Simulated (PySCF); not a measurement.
## Identify the compound

Molecular formula: C$_{3}$H$_{2}$O$_{2}$. Simulated spectra:

¹H NMR (600 MHz, computed): δ 5.93 (br s, 1H), 2.74 (s, 1H).

¹³C{¹H} NMR (computed): δ 155.1 (C), 83.5 (CH), 76.4 (C).

- shielding tensors at PBE0/pcSseg-1 (GIAO)
- PBE0-D3(BJ)/def2-SVP structure
- spin–spin couplings from B3LYP/pcJ-1
- program: PySCF 2.14
- isolated molecule, relativity neglected, one computed conformer

Shifts are taken against calculated references (same method and geometry level): TMS for ¹H and ¹³C.

Task: Deduce the structure.

Result: 
1. Rings plus π bonds: 3 (no ring in the answer).
2. 3 carbon signals for 3 carbons: no two carbons are equivalent.
3. Carbon types of the structure: 2 × C, 1 × CH, leaving 1 H on heteroatoms.
4. δC 155.1: carboxylic acid carbon; lone-pair donation from the attached heteroatom keeps it upfield of a ketone carbonyl.
5. δC 83.5: terminal alkyne carbon; the triple bond shields along its axis, which puts it between sp3 and sp2 carbons.
6. δC 76.4: alkyne carbon; sp carbons lie upfield of alkene carbons because the cylindrical π system leaves one tensor component strongly shielded.
7. δH 5.93: hydrogen on an acid hydroxyl oxygen; exchangeable; this is the value without hydrogen bonding to other molecules.
8. δH 2.74: hydrogen on a terminal alkyne carbon; it lies on the axis of the triple bond, in its shielding cone.

Structure: propiolic acid (C#CC(=O)O).

The data come from this structure; uniqueness wasn't tested.

OH/NH shifts are gas-phase values; hydrogen bonding in solution moves them, usually downfield. Shifts are as computed. Against solution values, carbons near 30 ppm lie about +2 ppm off and those near 130 ppm about +5 ppm. Of 1211 compounds with measured shifts, 218 miss one by over three times the rms of a fit or turn the order of signals round; such compounds aren't used in these exercises. Hydrogen bonding in solution deshields acid and N–H amide carbonyl carbons by as much as 10 ppm beyond these values.
